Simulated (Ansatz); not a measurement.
System: C₅H₄N (charge 0, doublet). It need not be the lowest isomer of its formula. SMILES: [c]1ccncc1
Coordinates optimised at B3LYP-D3(BJ)/def2-TZVP (Ansatz, a first-principles code):
```
C
N 1 1.3293
C 2 1.3293 1 118.29
H 1 1.0855 2 116.72 3 -180.00
H 3 1.0855 2 116.72 1 -180.00
C 3 1.4016 5 119.71 2 -180.00
C 6 1.3674 3 115.26 5 180.00
C 7 1.3674 6 124.05 3 0.00
H 8 1.0820 7 123.93 6 -180.00
H 6 1.0820 7 123.93 8 -180.00
```
Charge 0, spin multiplicity 2.

Wanted: atomisation energy (electronic, to ground-state atoms), in kJ/mol. Correlated levels leave the core frozen unless marked. UHF or UKS for open shells. Spin-orbit coupling is left out. Non-relativistic. The coupled-cluster limit lacks core correlation, which all-electron functionals hold. CBS marks a two-point X^-3 extrapolation of the correlation energy; Hartree-Fock from the larger set. [CCSD(T)-MP2]/basis is that difference in the basis named.

The UHF reference is spin-contaminated (<S^2> 0.57 over the pure value in the largest basis). The T1 diagnostic of CCSD in the largest basis is 0.047, which is high, so the coupled-cluster rows are less sure than usual.

```json
[
 {"level": "BLYP-D4/def2-TZVPD", "program": "Ansatz + dftd4", "atomisation energy (kJ/mol)": "[?]"},
 {"level": "revPBE-D4/def2-TZVPD", "program": "Ansatz + dftd4", "atomisation energy (kJ/mol)": "4790.2"},
 {"level": "revPBE/def2-TZVPD", "program": "Ansatz", "atomisation energy (kJ/mol)": "4706.7"},
 {"level": "r2SCAN/def2-TZVPD", "program": "Ansatz", "atomisation energy (kJ/mol)": "4736.5"},
 {"level": "wB97M-V/def2-TZVPD", "program": "Ansatz", "atomisation energy (kJ/mol)": "4699.9"},
 {"level": "B2GP-PLYP-D4/def2-TZVPD", "program": "Ansatz + dftd4", "atomisation energy (kJ/mol)": "[?]"},
 {"level": "SCS-MP2/cc-pVDZ", "program": "Ansatz", "atomisation energy (kJ/mol)": "4253.4"},
 {"level": "CCSD/6-31G*", "program": "Ansatz", "atomisation energy (kJ/mol)": "4229.1"},
 {"level": "CCSD/cc-pVDZ", "program": "Ansatz", "atomisation energy (kJ/mol)": "4199.8"},
 {"level": "RI-MP2/CBS(cc-pVTZ,cc-pVQZ)+[CCSD(T)-MP2]/cc-pVDZ", "program": "Ansatz", "atomisation energy (kJ/mol)": "[?]"}
]
```

### Question
Fill in the missing entries.

### Answer

- BLYP-D4/def2-TZVPD, atomisation energy (kJ/mol): 4750.4
- B2GP-PLYP-D4/def2-TZVPD, atomisation energy (kJ/mol): 4650.2
- RI-MP2/CBS(cc-pVTZ,cc-pVQZ)+[CCSD(T)-MP2]/cc-pVDZ, atomisation energy (kJ/mol): 4648.6
